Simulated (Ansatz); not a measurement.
# CF2O: taking an electron away

An exercise on one series of results from a longer session: the logs are not shown, and one member is left open.

The runs use Ansatz 0.2.0, Gaussian basis; unrestricted cation, the program's frozen cores in correlated methods.

The runs, in order: UKS PBE-D4/def2-TZVPP; UKS r2SCAN-D4/def2-TZVPP; UKS PBE0-D4/def2-TZVPP; UKS B3LYP-D4/def2-TZVPP; UKS wB97X-V/def2-TZVPP; UKS wB97M-V/def2-TZVPP; UKS B2PLYP/def2-TZVPP; UHF-CCSD(T)/def2-TZVPP; UHF-MP2/def2-QZVPP; extrapolation to the limit; then −ε(HOMO) from the neutral's earlier runs with LDA (SPW92), PBE-D4, revPBE-D4, BLYP-D4, r2SCAN-D4, B97M-V, PBE0-D4, B3LYP-D4, r2SCANh-D4, r2SCAN0-D4, HSE06-D4, BHLYP-D4, CAM-B3LYP-D4, LC-ωPBE, ωB97X-V, ωB97M-V.

**The geometry**

The geometry comes from an earlier relaxation with PBE0-D4 in a triple-zeta def2 set; it is a stationary point.

SMILES `O=C(F)F`, 4 atoms, charge 0, spin multiplicity 1.

Atoms are counted from 1 here; the program's logs count them from 0.

Bond lengths: O1–C2 1.169 Å, C2–F3 1.309 Å, C2–F4 1.309 Å. Angles: O1–C2–F3 126.1°, O1–C2–F4 126.1°, F3–C2–F4 107.8°.

Geometry (Å):

```
O    -1.24269   -0.15740    0.15392
C    -0.09184   -0.01163    0.01137
F     0.84550   -0.82658    0.42462
F     0.48903    0.99562   -0.58991
```

Set-up of the first run:

File in.yaml:

```yaml
crystal:
  periodic: [false, false, false]
  atoms:
    - {symbol: O, position_ang: [-1.242688, -0.157403, 0.153916]}
    - {symbol: C, position_ang: [-0.091841, -0.011635, 0.011375]}
    - {symbol: F, position_ang: [0.845499, -0.826578, 0.424621]}
    - {symbol: F, position_ang: [0.489030, 0.995616, -0.589913]}
basis:
  gaussian: {orbitals: def2-TZVPP}
total_charge: 1
magnetization: {spin_polarized: true, initial_magnetization: 1}
hamiltonian: {xc: pbe, dispersion: d4}
```

Launch:

```sh
ansatz run in.yaml --threads 4 --pin off --events-out ev --progress --plain --max-ram 10444MiB
```

Among the steps run: Cation, UKS PBE-D4/def2-TZVPP; Cation, UKS r2SCAN-D4/def2-TZVPP; Cation, UKS PBE0-D4/def2-TZVPP; Cation, UKS B3LYP-D4/def2-TZVPP; Cation, UKS wB97X-V/def2-TZVPP; Cation, UKS wB97M-V/def2-TZVPP; Cation, UKS B2PLYP (frozen core)/def2-TZVPP; Cation, UHF-CCSD(T)/def2-TZVPP; Cation, UHF-MP2/def2-QZVPP.

One table of the session follows, with a row left open; its other results are not shown here.

Orbital estimates, from the neutral's runs:

```
  functional  −ε(HOMO) (eV)
 LDA (SPW92)           8.70
      PBE-D4           8.44
   revPBE-D4           8.35
     BLYP-D4           8.37
   r2SCAN-D4           8.87
      B97M-V           8.99
     PBE0-D4          10.36
    B3LYP-D4          10.08
  r2SCANh-D4           9.59
  r2SCAN0-D4              ?
    HSE06-D4           9.94
    BHLYP-D4          12.23
CAM-B3LYP-D4          11.93
     LC-ωPBE          13.26
     ωB97X-V          12.89
     ωB97M-V          12.83
```

**Question.** Estimate the row for r2SCAN0-D4.

Worked estimate for «−ε(HOMO) (eV)». Against the share of exact exchange, r2SCAN-D4 (0, 8.87), r2SCANh-D4 (0.1, 9.59) give a slope of 7.20 per unit share; at 0.25 the line stands at 10.67.

The run gave: −ε(HOMO) (eV): 10.67. In «−ε(HOMO) (eV)» the line misses by 0.00.
